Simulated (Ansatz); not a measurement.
B₂F. The state is a doublet with charge 0. Geometry PBE0-D4/def2-TZVP; atoms count from 1.

```tsv
atom	x (Å)	y (Å)	z (Å)
B1	0.0110	-0.1461	-0.0648
B2	0.3467	1.2841	-0.5926
F3	-0.3577	-1.1380	0.6574
```

The charge 0 doublet is spin-contaminated (final ⟨S²⟩ up to 1.65, 0.75 for a pure state). At PBE0-D4/def2-TZVP a quartet of charge 0 lies 0.62 eV below the doublet, each at its own geometry. The structure comes from a short search, and lower isomers may exist.

Q: Estimate the Mulliken populations from the PBE0/def2-TZVP orbitals of Ansatz.

A: 
| atom | charge (e) | spin (α − β) |
| --- | --- | --- |
| B1 | 0.34 | 0.14 |
| B2 | -0.18 | 0.85 |
| F3 | -0.15 | 0.01 |
Mulliken values depend strongly on the basis.

Q: Where does the spin sit?

A: Summed by element: B 0.99, F 0.01, of 1 unpaired in all. Largest on single atoms: B2 0.85, B1 0.14, F3 0.01.

Q: And the Mayer bond orders between heavy atoms (over 0.3)?

A: B1–B2 1.74 (1.56 Å); B1–F3 1.31 (1.28 Å).
